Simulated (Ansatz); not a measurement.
Working through a geometry optimisation of C₃H₇NO, SMILES CN=COC

Program: Ansatz's Python interface.

Input file `c3h7no.xyz`:
```text
12

C    -0.15760    1.78540    0.92560
N    -0.34090    0.53510    0.24900
C     0.74170   -0.05340    0.01130
O     0.94270   -1.25120   -0.58370
C    -0.36750   -1.87230   -0.98790
H    -0.75460    1.82580    1.85940
H    -0.62010    2.61130    0.28780
H     0.86760    2.13490    1.12350
H     1.78420    0.33290    0.32380
H    -0.13970   -2.82400   -1.41800
H    -0.89930   -1.23660   -1.67940
H    -0.97940   -2.04300   -0.07740
```

Run as a notebook:

```python
import itertools

import ansatz as az
from ase.data import atomic_numbers, covalent_radii
import numpy as np
```

```python
BASIS = "6-31G*"
XC = "B3LYP"
```

```python
geometry = az.Crystal.molecule_from_extxyz("c3h7no.xyz")

calc = geometry.calculation().basis(gaussian=BASIS).functional(XC)
symbols = [site.symbol for site in geometry.cartesian_sites]
start = np.array([site.position_ang for site in geometry.cartesian_sites], dtype=float)
def progress(event):
    if event["event"] == "relax_step":
        row = event["data"]
        print(f"step {row['step']:3d}  E = {row['lagrangian_ev']:.6f} eV  largest force component {row['allowed_force_max_ev_ang']:.4f} eV/A")


data = calc.relax(force_tolerance=0.005, max_steps=100).session().plan().execute(on_event=progress).report
end = np.array(data["positions_ang"])
```

    step   1  E = -6761.319741 eV  largest force component 3.0595 eV/A
    step   2  E = -6761.552225 eV  largest force component 1.1844 eV/A
    step   3  E = -6761.582810 eV  largest force component 0.7482 eV/A
    step   4  E = -6761.600418 eV  largest force component 0.2830 eV/A
    step   5  E = -6761.604987 eV  largest force component 0.1113 eV/A
    step   6  E = -6761.606041 eV  largest force component 0.0198 eV/A
    step   7  E = -6761.606081 eV  largest force component 0.0073 eV/A
    step   8  E = -6761.606107 eV  largest force component 0.0050 eV/A
    step   9  E = -6761.606120 eV  largest force component 0.0071 eV/A
    step  10  E = -6761.593970 eV  largest force component 0.5913 eV/A
    step  11  E = -6761.606132 eV  largest force component 0.0005 eV/A

```python
print(f"E = {data['free_energy_ev']:.6f} eV = {data['free_energy_ev'] / 27.211386246:.7f} Ha")
print("converged:", data["converged"], " doubts:", data["published_state_doubts"] or "none")
```

    E = -6761.606326 eV = -248.4844493 Ha
    converged: True  doubts: none

```python
# pairs closer than 1.2 times the sum of covalent radii, before or after
radius = [covalent_radii[atomic_numbers[s]] for s in symbols]
span = lambda where, i, j: np.linalg.norm(where[i] - where[j])
bonded = [(i, j) for i, j in itertools.combinations(range(len(symbols)), 2) if min(span(start, i, j), span(end, i, j)) < 1.2 * (radius[i] + radius[j])]
print("pair        before    after (A)")
for i, j in bonded:
    print(f"{symbols[i]}{i}-{symbols[j]}{j}".ljust(10), f"{span(start, i, j):8.4f} {span(end, i, j):8.4f}")
```

    pair        before    after (A)
    C0-N1        1.4334   1.4513
    C0-H5        1.1091   1.0968
    C0-H6        1.1414   1.0968
    C0-H7        1.1011   1.1032
    N1-C2        1.2549   1.2653
    C2-O3        1.3525   1.3457
    C2-H8        1.1549   1.0971
    O3-C4        1.5052   1.4323
    C4-H9        1.0689   1.0911
    C4-H10       1.0794   1.0942
    C4-H11       1.1102   1.0942

```python
charges = data["charge_distribution"]
print("dipole moment", round(4.803205 * float(np.linalg.norm(charges["dipole_moment_e_ang"])), 3), "D")
print("Mulliken:", [(s, round(q, 3)) for s, q in zip(symbols, charges["mulliken_charges_e"])])
```

    dipole moment 0.252 D
    Mulliken: [('C', -0.314), ('N', -0.397), ('C', 0.293), ('O', -0.431), ('C', -0.207), ('H', 0.158), ('H', 0.158), ('H', 0.125), ('H', 0.127), ('H', 0.158), ('H', 0.165), ('H', 0.165)]

Total energies depend on the basis set; only differences at equal settings carry meaning. The end point is the stationary point reached from this start; no frequency run checks that it is a minimum, and the basis set is modest. b3lyp holds the VWN-RPA fit, as in Gaussian; the form of ORCA and Turbomole is b3lyp5. Run time: 48 s on 1 thread of Arm Neoverse V1 (shared host), peak memory 0.25 GiB.
